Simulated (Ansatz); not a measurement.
`O/C=C(\O)F` at its PBE0-D4/def2-TZVP geometry, where that method's forces vanish. The species carries charge 0 and has multiplicity 1.

```
atom   x (Å)   y (Å)   z (Å)
  O1   1.210  -0.783   0.167
  C2   0.291  -0.138  -0.642
  C3  -0.801   0.340  -0.058
  O4  -1.072   0.319   1.245
  F5  -1.785   0.890  -0.741
  H6   2.065  -0.353   0.077
  H7   0.429  -0.129  -1.715
  H8  -0.337  -0.146   1.668
```

Task: For each bond, give half the difference of the two atoms' forces along it (eV/Å; positive pushes the atoms apart) under PBE-D4, r2SCAN-D4, B3LYP-D4, ωB97M-V in def2-TZVPP. (Estimate.)

Result: The calculation gave: 
```csv
bond,length (Å),PBE-D4,r2SCAN-D4,B3LYP-D4,ωB97M-V
O1–C2,1.383,0.24,0.28,0.34,0.39
O1–H6,0.961,0.37,-0.01,-0.06,-0.14
C2–C3,1.328,0.19,0.01,-0.19,-0.33
C2–H7,1.081,-0.09,-0.18,-0.18,-0.15
C3–O4,1.331,0.29,0.16,0.24,0.27
C3–F5,1.318,0.47,0.24,0.32,0.27
O4–H8,0.967,0.36,0.01,-0.06,-0.11
```

B3LYP here is the variant with VWN-RPA as its local correlation; programs differ in this.

Results of the Gaussian-basis code of Ansatz.
